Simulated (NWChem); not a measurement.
# S12g-own D3(0)/SBKJC-VDZ (core potential, Cartesian functions) run of AlH3O (AlH2(OH))

Wanted: molecular dynamics of AlH3O (AlH2(OH)). The job is set up through an ASE script.

The calculation is run with NWChem 7.3.0.

### 1 Starting point

AlH3O: 5 atoms, total charge 0, spin state singlet. SMILES: `[H][Al]([H])[OH]`. The shape comes from GFN2-xTB, which is rough for such elements, and wasn't checked as a minimum. The run starts from this shape.

Bond lengths: Al1–O4 1.636 Å, Al1–H2 1.532 Å, Al1–H3 1.531 Å, O4–H5 0.949 Å. Angles: Al1–O4–H5 179.6°, H2–Al1–O4 120.0°, H3–Al1–O4 120.0°, H2–Al1–H3 120.0°.

### 2 A short trajectory at S12g-own D3(0)/SBKJC-VDZ (core potential, Cartesian functions)

File run.py:

```python
from ase import Atoms
from ase.calculators.nwchem import NWChem
from ase import units
import numpy as np
from ase.md.velocitydistribution import MaxwellBoltzmannDistribution, Stationary, ZeroRotation
from ase.md.verlet import VelocityVerlet

molecule = Atoms(['Al', 'H', 'H', 'O', 'H'], positions=[
    [0.271770, 0.451120, -0.109270],
    [1.798980, 0.417230, -0.221380],
    [-0.481020, 1.769010, -0.311810],
    [-0.555450, -0.920030, 0.226660],
    [-1.034280, -1.717330, 0.415800],
])

calc = NWChem(
    label='m1',
    theory='dft',
    memory='2200 mb',
    basis='"sbkjc vdz ecp"',
    ecp={'Al library': '"sbkjc ecp"', 'O library': '"sbkjc ecp"'},
    dft={'xc': 's12g', 'mult': '1', 'grid': 'coarse', 'convergence': 'energy 1e-06', 'print': 'low'},
)
molecule.calc = calc

MaxwellBoltzmannDistribution(molecule, temperature_K=100, rng=np.random.default_rng(7539))
Stationary(molecule)
ZeroRotation(molecule)
dyn = VelocityVerlet(molecule, timestep=0.25 * units.fs, trajectory="opt.traj", logfile="-")
dyn.run(25)
```

Started as:

```
export ASE_NWCHEM_COMMAND="nwchem PREFIX.nwi > PREFIX.nwo"
python run.py
```

What values should one expect? Wanted: potential energy of the last frame.

Computed results:

Level: S12g-own D3(0)/SBKJC-VDZ (core potential, Cartesian functions).

| quantity | value |
| --- | --- |
| potential energy of the last frame | -19.79614 Eh |
